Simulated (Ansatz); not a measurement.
`BCl`, relaxed with RKS PBE-D4/def2-SVP in Ansatz from a rough embedded geometry. The force threshold is 0.03 eV/Å; the program also tests the step.

Charge 0, multiplicity 1.

Start:

```xyz
4

B    -0.029   -0.126    0.009
Cl    0.648    1.511   -0.185
H     0.610   -1.096    0.393
H    -1.228   -0.290   -0.217
```

```csv
step,energy (eV),largest force (eV/Å),largest move (Å)
1,-13220.8886,0.910,0.000
2,-13220.9266,0.397,0.060
3,-13220.9417,0.232,0.039
4,-13220.9443,0.010,0.009
```

End:

```xyz
4

B    -0.061   -0.137    0.016
Cl    0.649    1.447   -0.173
H     0.652   -1.043    0.386
H    -1.240   -0.267   -0.229
```

Run time 1.4 s (2 threads of a server CPU on a shared host); peak host memory 0.12 GiB.
